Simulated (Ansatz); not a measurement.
# SiH₄ (singlet): wave-function methods side by side at distance Si1–H5 = 2.403 Å, 6-31G

How much of the correlation energy of SiH₄ (singlet) does each wave-function method recover here?

Method: 6-31G, core rule «outside noble gas», up to 5 orbitals frozen; program: Ansatz 0.2.0, Gaussian basis.

The runs, in order: UHF; CCSD(T) on RHF; CCSD(T) on UHF; BCCD(T) on RHF; CISD; CCSDT(Q) on RHF; CCSDT(Q) on UHF; CISDTQ; CCSDTQ on RHF; CCSDTQ on UHF; CASSCF and MRCISD+Q, 2 electrons in 2 orbitals; CASSCF and NEVPT2, 2 electrons in 2 orbitals; CASSCF and MRCISD+Q, 8 electrons in 8 orbitals; CASSCF and NEVPT2, 8 electrons in 8 orbitals; Full CI.

22 further runs of the same task are left out: 18 that didn't finish, 4 set aside as unsound or not needed.

### Step 1. The geometry

The geometry derives from a PBE0/def2-TZVP stationary point (not a proven minimum). One bond is set to the value named and the two fragments are kept rigid.

5 atoms, charge 0, spin multiplicity 1.

Atoms are counted from 1 here; the program's logs count them from 0.

Bond lengths: Si1–H2 1.485 Å, Si1–H3 1.485 Å, Si1–H4 1.485 Å. Angles: H2–Si1–H3 109.5°, H2–Si1–H4 109.5°, H3–Si1–H4 109.5°.

### Step 2. UHF

File in.yaml:

```yaml
crystal:
  periodic: [false, false, false]
  atoms:
    - {symbol: Si, position_ang: [-0.016665, 0.016693, 0.016562]}
    - {symbol: H, position_ang: [0.839185, 0.875438, 0.873393]}
    - {symbol: H, position_ang: [-0.876217, -0.837731, 0.874008]}
    - {symbol: H, position_ang: [-0.871395, 0.872228, -0.844587]}
    - {symbol: H, position_ang: [1.372793, -1.375071, -1.364310]}
basis:
  gaussian: {orbitals: 6-31G}
magnetization: {spin_polarized: true, initial_magnetization: 0}
hamiltonian: {xc: hf}
output: {orbitals: {seedname: orbitals}}
```

Started as:

```
$ ansatz run in.yaml --threads 1 --pin off --events-out ev --progress --plain --max-ram 2393MiB
```

The runs that follow: CCSD(T) on RHF; CCSD(T) on UHF; BCCD(T) on RHF; CISD; CCSDT(Q) on RHF; CCSDT(Q) on UHF; CISDTQ; CCSDTQ on RHF; CCSDTQ on UHF; CASSCF and MRCISD+Q, 2 electrons in 2 orbitals; CASSCF and NEVPT2, 2 electrons in 2 orbitals; CASSCF and MRCISD+Q, 8 electrons in 8 orbitals; CASSCF and NEVPT2, 8 electrons in 8 orbitals; Full CI.

Before running them: what should the planned runs give, taken together? Wanted: FCI below the RHF energy; RMP2 from FCI; UMP2 from FCI; RCCSD from FCI; RCCSD(T) from FCI; UCCSD(T) from FCI; RCCSDT(Q) from FCI; UCCSDT(Q) from FCI; NEVPT2 pair from FCI.

The runs gave:

| quantity | value |
| --- | --- |
| FCI below the RHF energy | -3.0186 eV |
| RMP2 from FCI | +24.26 kcal/mol |
| UMP2 from FCI | +27.86 kcal/mol |
| RCCSD from FCI | +1.63 kcal/mol |
| RCCSD(T) from FCI | +0.45 kcal/mol |
| UCCSD(T) from FCI | +0.72 kcal/mol |
| RCCSDT(Q) from FCI | +0.01 kcal/mol |
| UCCSDT(Q) from FCI | 0.00 kcal/mol |
| NEVPT2 pair from FCI | +13.03 kcal/mol |
| MRCISD+Q pair from FCI | -0.17 kcal/mol |
| NEVPT2 valence from FCI | +3.77 kcal/mol |
| levels within 1 kcal/mol (43 meV) | RCCSD(T), UCCSD(T), BCCD(T), RCCSDT, UCCSDT, CISDTQ, RCCSDT(Q), UCCSDT(Q), RCCSDTQ, UCCSDTQ, MRCISD+Q pair, MRCISD valence, MRCISD+Q valence |
| T1 diagnostic | 0.019 |
| effectively unpaired electrons | 0.22 |

RCCSD(T) lands +0.45 kcal/mol from the yardstick (0.6 % of the correlation energy). MRCISD+Q pair falls below full CI: the +Q correction isn't variational, and the cores differ from full CI's. The occupations show some static correlation. Of the multireference levels listed MRCISD+Q pair comes nearest in total energy (-0.17 kcal/mol), which doesn't show that its space is the better one. These misses are within one basis, not against nature.
